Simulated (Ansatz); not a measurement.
System: trans-1,3-butadiene, C$_{4}$H$_{6}$ (charge 0, singlet). SMILES: C(C=C)=C
Geometry from a B3LYP-D3(BJ)/def2-TZVP (Ansatz, a program for electronic structure) optimisation:
```
C
C 1 1.3340
H 2 1.0816 1 121.71
H 2 1.0839 3 116.96 1 -180.00
H 1 1.0866 2 119.46 3 0.00
C 1 1.4517 5 116.32 2 -180.00
C 6 1.3340 1 124.23 5 0.00
H 7 1.0816 6 121.71 1 -180.00
H 7 1.0839 8 116.96 6 180.00
H 6 1.0866 7 119.46 8 0.00
```

Computed values are from Ansatz. Correlated levels leave the core frozen unless marked. UHF or UKS for open shells. Spin-orbit coupling is left out. Non-relativistic. CBS(X,Y): correlation extrapolated as X^-3; Hartree-Fock from the larger set. [CCSD(T)-MP2]/basis is that difference in the basis named.

The Hartree-Fock reference is unstable (checked in the largest basis), which strains HF and MP2. 

### Question
What is the total energy at RI-MP2/CBS(cc-pVTZ,cc-pVQZ)+[CCSD(T)-MP2]/cc-pVTZ?

### Answer
-155.7752 Eh.

### Question
What is the dipole moment at CCSD(T)/aug-cc-pVDZ?

### Answer
0.00 D.

### Question
What is the T1 diagnostic at CCSD/cc-pVTZ?

### Answer
0.011.

### Question
What is the atomisation energy De at RI-MP2/CBS(cc-pVTZ,cc-pVQZ)+[CCSD(T)-MP2]/cc-pVTZ?

### Answer
1010.4 kcal/mol.
